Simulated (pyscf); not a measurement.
Elementary routes open to H₂N–Si(SiH₃)(SiH₃)–SiH₃ (SMILES N[Si]([SiH3])([SiH3])[SiH3]) in the gas phase (singlet surface):
A. H₂N–Si:–SiH₃ (SMILES N[Si][SiH3]) [singlet] + H₃Si–SiH₃ (SMILES [SiH3][SiH3]) (Si–Si, Si–Si broken; Si–Si formed)
B. H₂N–SiH₂–SiH(SiH₃)–SiH₃ (SMILES N[SiH2][SiH]([SiH3])[SiH3]) (N–Si, H–Si broken; N–Si, H–Si formed)

Structures and frequencies: ωB97X-D3(BJ)/def2-SVP in PySCF.

### Question
Rank the routes by free-energy barrier at 298 K, lowest first, for ωB97M-D3(BJ)/def2-TZVP energies (ideal gas, 1 atm, RRHO with modes under 100 cm⁻¹ raised to 100, one conformer, R ln 2 for chiral ones without a mode under 150 cm⁻¹).

### Answer
A (186.4 kJ/mol), B (306.9 kJ/mol)

Route A is the fastest of these, ahead of the next by 120.5 kJ/mol. The most stable products are those of B (ΔG = -7.6 kJ/mol), whose barrier is 120.5 kJ/mol higher: the kinetic and the thermodynamic product differ. At 1200 K A is still the fastest. A: On the product side the descent ends in a complex, 26.5 kJ/mol under the separated species and 31.0 kJ/mol under the saddle at ωB97X-D3(BJ)/def2-TZVP. Only these routes are compared; each barrier is that of the saddle found, and lower ones may exist.
